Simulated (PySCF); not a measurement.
**Potential energy of PS⁺ along the bond**

Set-up: basis P x2c-SVPall, S x2c-SVPall; spin-free X2C with a Gaussian nucleus; PySCF 2.14. Energies in eV from P + S⁺ in their ground configurations at the same level. All curves are PBE0. state 1: ¹Σ⁺ (singlet), closed shell; state 2: triplet, unpaired electrons π ↑↑, a mixture of terms (⟨Lz²⟩ = 2.0), a second solution, started from another occupation; state 3: ⁵Σ⁺ (quintet), unpaired electrons π ↑↑↑↑, a second solution, started from another occupation.

```tsv
R (Å)	state 1	state 2	state 3
1.579	-4.237	1.286	7.068
1.652	-5.479	-0.652	4.432
1.726	-6.161	-1.979	2.463
1.781	-6.400	-2.670	1.326
1.836	-6.463	-3.158	0.419
1.891	-6.389	-3.483	-0.298
1.964	-6.135	-3.720	-1.020
2.056	-5.647	-3.788	-1.636
2.167	-4.920	-3.644	-2.078
2.313	-3.864	-3.245	-2.343
```

**Question.** Put a parabola through the three lowest points of the state 1 curve and estimate Re, k and ωe (reduced mass 15.73 u; 1 eV/Å² = 0.16022 mdyn/Å; ωe = 1302.8·√(k/μ) cm⁻¹).

**Answer.** Through R = 1.781, 1.836, 1.891 Å the second-order coefficient is 22.6 eV/Å², so Re ≈ 1.834 Å, k ≈ 7.26 mdyn/Å and ωe ≈ 885 cm⁻¹. A polynomial fit of higher order to the unrounded PBE0 energies gives Re = 1.831 Å, k = 7.31 mdyn/Å, ωe = 888 cm⁻¹; anharmonicity and rounding make the difference.

The higher-order fit for each curve: state 1: Re = 1.831 Å, ωe = 888 cm⁻¹, De = 6.46 eV; state 2: Re = 2.040 Å, ωe = 617 cm⁻¹, minimum 3.79 eV below the ground-state fragments; state 3: Re = 2.432 Å, ωe = 323 cm⁻¹, minimum 2.39 eV below the ground-state fragments.

For an ion De counts to the pair picked by the measured ionisation energies or electron affinities, which need not be the lowest pair at this level.
